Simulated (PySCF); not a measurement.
Indirect couplings

Geometry (Å), atoms numbered from 1 in this order:
```xyz
12

C     2.5091    0.1776   -0.1407
C     1.2967   -0.2565    0.0934
C     0.0766   -0.6858    0.3026
C    -1.0899   -0.4638   -0.6356
N    -2.1527    0.3681   -0.1066
H     2.8260    1.1784    0.1722
H     3.2482   -0.4478   -0.6528
H    -0.1348   -1.2199    1.2398
H    -0.7176   -0.0205   -1.5721
H    -1.5212   -1.4421   -0.9086
H    -1.7744    1.2701    0.1780
H    -2.5458   -0.0496    0.7352
```

Method: B3LYP/pcJ-1 (spin–dipole term only in couplings to heteroatoms)//PBE0-D3(BJ)/def2-SVP, PySCF 2.14.0 with density-fitted response routines; isolated molecule, single conformer, non-relativistic. Couplings are averaged over pairs made equivalent by symmetry, fast rotation or ring inversion, so a value needn't be that of the named pair in this geometry, while other rotamers aren't included; one pair stands for each set, and the list holds a selection of those of at least 1.5 Hz over up to four bonds.

Isotopes: $^{13}$C, $^{1}$H, $^{15}$N.

```csv
pair,bonds,J (Hz)
"C1, C2",1,?
"C1, H6",1,179.2
"C2, C3",1,109.0
"C3, C4",1,44.5
"C3, H8",1,169.0
"C4, N5",1,-3.2
"C4, H9",1,143.5
"N5, H11",1,-64.9
"C1, C3",2,?
"C2, H6",2,-3.9
"C2, H8",2,-2.1
"C3, H9",2,?
"C4, H11",2,-3.3
"N5, H9",2,-3.4
"H6, H7",2,-12.6
"H9, H10",2,-16.5
"H11, H12",2,?
"C1, C4",3,4.0
"C1, H8",3,7.7
"C2, H9",3,?
"C3, H6",3,?
"C3, H11",3,1.8
"H8, H9",3,8.8
"H9, H11",3,?
"C4, H6",4,-4.3
"H6, H8",4,?
```

Problem. Estimate the withheld couplings, with signs.

Solution. 
- $^{1}J$(C1,C2) = 109.9 Hz (bond length 1.309 Å)
- $^{2}J$(C1,C3) = 7.3 Hz (angle at C2 179°)
- $^{2}J$(C3,H9) = -2.6 Hz (mean over equivalent pairs that range from -4.1 to -1.0 Hz in this conformer)
- $^{2}J$(H11,H12) = -10.2 Hz (angle at N5 106°)
- $^{3}J$(C2,H9) = 5.7 Hz (mean over equivalent pairs that range from 4.9 to 6.6 Hz in this conformer)
- $^{3}J$(C3,H6) = 8.6 Hz
- $^{3}J$(H9,H11) = 10.8 Hz (mean over equivalent pairs that range from 2.9 to 18.5 Hz in this conformer)
- $^{4}J$(H6,H8) = -8.4 Hz
